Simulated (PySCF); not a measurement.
Rock-salt NaCl: correlation energy from several methods in one and the same small orbital space (PySCF; 2 atoms at the zone centre, 8 electrons in 21 orbitals, empty ones MP2 natural orbitals of a TZ basis, lattice constant set to 5.6401 Å). It tests the methods against each other and lies far from the crystal's limit.

Full CI gives -2.7194 eV per atom.

### Question
What share of it do MP2, CCSD, CCSD(T), CCSDT, CCSDT(Q) recover?

### Answer
MP2 82.6 %; CCSD 97.5 %; CCSD(T) 99.6 %; CCSDT 99.9 %; CCSDT(Q) 100.0 %.

```tsv
method	E_corr (eV per atom)	share of full CI (%)	error (meV)
MP2	-2.2455	82.6	474
CCSD	-2.6518	97.5	68
CCSD(T)	-2.7090	99.6	10
CCSDT	-2.7160	99.9	3
CCSDT(Q)	-2.7189	100.0	0
full CI	-2.7194	100.0	0
```

The Hartree–Fock determinant has a weight of 0.92 in the full CI state.

MP2, (T) and (Q) use filled levels shifted down by the Madelung term, which in so small a cell is a large part of the gap, so these rows hang on it.
